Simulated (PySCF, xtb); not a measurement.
Isomers of CH4BO− in order of energy

4 gas-phase structures of CH4BO−, found in a search over its isomers (lower ones may exist). Each was relaxed with GFN2-xTB:

A. `[BH2-]1CO1`, a singlet
B. a singlet given by its coordinates
C. `[BH3-]C=O`, a singlet
D. `C=[BH-]O`, a singlet

B (Å):

```xyz
7

C     1.0700    0.2749    0.4327
B     1.1728    1.3524   -0.8414
O     0.6568    1.1932   -1.9849
H     1.6558    0.5898    1.3015
H     0.0341    0.1596    0.7626
H     1.4217   -0.7181    0.1405
H     1.8506    2.3804   -0.5051
```

Close contacts (Å): C1–B2 1.67, B2–O3 1.26, C1–H4 1.09, C1–H5 1.09, C1–H6 1.09, B2–H7 1.28.

**Question.** Which do you expect lowest at r2SCAN-D4/def2-SVPD, and how would the others follow?

**Answer.** Calculated order at r2SCAN-D4/def2-SVPD: B (0.0), D (77.4), C (132.3), A (147.8) kJ/mol.

Energies above the lowest of each column, in kJ/mol; the last columns are at PBE0-D3(BJ)/def2-SVPD geometries and were run for some of them only (a dash: not run or not comparable):

```json
{"structure": "B", "GFN2-xTB": "0.0", "HF/STO-3G": "0.0", "r2SCAN-D4/def2-SVPD": "0.0", "PBE0-D3(BJ)/def2-SVPD": "0.0", "CCSD(T)/def2-SVPD + ΔMP2/def2-TZVPPD": "0.0"}
{"structure": "D", "GFN2-xTB": "141.0", "HF/STO-3G": "97.9", "r2SCAN-D4/def2-SVPD": "77.4", "PBE0-D3(BJ)/def2-SVPD": "78.8", "CCSD(T)/def2-SVPD + ΔMP2/def2-TZVPPD": "70.8"}
{"structure": "C", "GFN2-xTB": "102.9", "HF/STO-3G": "51.7", "r2SCAN-D4/def2-SVPD": "132.3", "PBE0-D3(BJ)/def2-SVPD": "135.6", "CCSD(T)/def2-SVPD + ΔMP2/def2-TZVPPD": "141.4"}
{"structure": "A", "GFN2-xTB": "60.9", "HF/STO-3G": "6.0", "r2SCAN-D4/def2-SVPD": "147.8", "PBE0-D3(BJ)/def2-SVPD": "–", "CCSD(T)/def2-SVPD + ΔMP2/def2-TZVPPD": "–"}
```

Every level run on B puts it lowest or level with the lowest. Flexible structures stand in one conformer each, not always the lowest. Frequencies (PBE0-D3(BJ)/def2-SVPD) were run for B, C, D alone. ΔMP2 is the change of the MP2 energy from the smaller to the larger basis.

Over these structures GFN2-xTB departs from r2SCAN-D4/def2-SVPD by 45.0 kJ/mol on average once a common shift is removed. A GFN2-xTB relaxation took about 0.027 s and the r2SCAN-D4/def2-SVPD energy about 6 s on a shared host (PySCF 2.14.0, xtb 6.7.1).
